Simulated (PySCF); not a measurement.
# Energy of B (boron, neutral) between two integer charges

The 2p alpha orbital of [He] 2s2 2p1 is emptied in steps (occupation f), with all orbitals relaxed, ending at [He] 2s2. Computed with PySCF 2.14 in aug-pcseg-2, with no relativity, point nucleus. The exact energy is a straight line in f; departures are measured from the line between the end points of the same method.

| f | UHF (eV) | LDA (eV) | PBE (eV) | PBE0 (eV) | r2SCAN (eV) | LC-wPBE (eV) | BHandHLYP (eV) | wB97X (eV) | MN15 (eV) | HSE06 (eV) |
| --- | --- | --- | --- | --- | --- | --- | --- | --- | --- | --- |
| 1 | 0.000 | 0.000 | 0.000 | 0.000 | 0.000 | 0.000 | 0.000 | 0.000 | 0.000 | 0.000 |
| 0.9 | 0.054 | -0.412 | -0.410 | -0.297 | -0.378 | -0.051 | -0.188 | -0.072 | -0.241 | -0.333 |
| 0.7 | 0.121 | -0.978 | -0.970 | -0.699 | -0.885 | -0.120 | -0.440 | -0.169 | -0.569 | -0.782 |
| 0.5 | 0.139 | -1.181 | -1.168 | -0.837 | -1.054 | -0.143 | -0.526 | -0.203 | -0.686 | -0.936 |
| 0.3 | 0.113 | -1.004 | -0.989 | -0.705 | -0.886 | -0.119 | -0.442 | -0.170 | -0.584 | -0.788 |
| 0.1 | 0.047 | -0.434 | -0.425 | -0.302 | -0.379 | -0.050 | -0.189 | -0.072 | -0.254 | -0.337 |
| 0 | 0.000 | 0.000 | 0.000 | 0.000 | 0.000 | 0.000 | 0.000 | 0.000 | 0.000 | 0.000 |

| method | E(f=0) − E(f=1) (eV) | −ε at f=1 (eV) | −ε at f=0.5 (eV) |
| --- | --- | --- | --- |
| UHF | 8.018 | 8.630 | 7.993 |
| LDA | 8.646 | 4.107 | 8.570 |
| PBE | 8.688 | 4.174 | 8.630 |
| PBE0 | 8.652 | 5.370 | 8.632 |
| r2SCAN | 8.764 | 4.576 | 8.765 |
| LC-wPBE | 8.777 | 8.211 | 8.781 |
| BHandHLYP | 8.577 | 6.496 | 8.572 |
| wB97X | 8.518 | 7.725 | 8.517 |
| MN15 | 8.227 | 5.570 | 8.183 |
| HSE06 | 8.658 | 4.979 | 8.639 |

Orbital energy along the path (eV):

```tsv
f	UHF	LDA	PBE	PBE0	r2SCAN	LC-wPBE	BHandHLYP	wB97X	MN15	HSE06
1	-8.630	-4.107	-4.174	-5.370	-4.576	-8.211	-6.496	-7.725	-5.570	-4.979
0.9	-8.486	-4.944	-5.014	-5.999	-5.394	-8.319	-6.901	-7.875	-6.071	-5.688
0.7	-8.225	-6.707	-6.777	-7.295	-7.071	-8.546	-7.729	-8.189	-7.106	-7.144
0.5	-7.993	-8.570	-8.630	-8.632	-8.765	-8.781	-8.572	-8.517	-8.183	-8.639
0.3	-7.785	-10.509	-10.543	-9.990	-10.449	-9.013	-9.420	-8.848	-9.299	-10.156
0.1	-7.595	-12.488	-12.467	-11.343	-12.141	-9.227	-10.259	-9.164	-10.465	-11.662
0	-7.506	-13.476	-13.406	-11.998	-12.972	-9.320	-10.669	-9.302	-11.086	-12.395
```

Reference removal energy between the ground levels: 8.298 eV (measured; NIST Atomic Spectra Database, ionization energies). The calculation has no spin-orbit coupling. UHF lacks correlation.
